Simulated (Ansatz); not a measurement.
Compare A (`C=C1C=CC=C1`) with its isomer B (`C=C1C=CC1=C`).

Calculated with Ansatz (gas phase, PBE0-D4/def2-TZVP geometries, no zero-point term in ΔE). CCSD(T)/CBS adds triple-zeta CCSD(T) − MP2 to the extrapolated MP2 energy (def2 sets, frozen cores). DFT in def2-TZVPP. B3LYP here is the variant with VWN-RPA as its local correlation; programs differ in this.

Which isomer does CCSD(T)/CBS put lower? Give the gap. (Estimate.)

The calculation gave: A, by 30.5 kcal/mol.

Give E(B) − E(A) in kcal/mol with PBE-D4, HF/def2-TZVPP, B3LYP, CCSD(T)/def2-SVP, BLYP-D4, LDA (SPW92), CCSD(T)/def2-TZVPP. (Estimate.)

The calculation gave: PBE-D4 28.5, HF/def2-TZVPP 29.7, B3LYP 29.0, CCSD(T)/def2-SVP 30.8, BLYP-D4 28.5, LDA (SPW92) 30.9, CCSD(T)/def2-TZVPP 30.5. None reverses the order clearly.

Does the order hold for the free energy at 298.15 K (harmonic terms from PBE0-D4)? (Best estimate.)

The calculation gave: Yes: G(B) − G(A) = +28.9 kcal/mol.

Largest T1 diagnostic: 0.013.

From BLYP to BHLYP (50 % exact exchange), in def2-TZVPP and without D4, E(B) − E(A) moves by +3.1 kcal/mol. In def2-TZVPP, CCSD(T) changes the Hartree–Fock value by +0.8 kcal/mol (the triples alone add +0.3 kcal/mol) and MP2 by +2.9 kcal/mol.
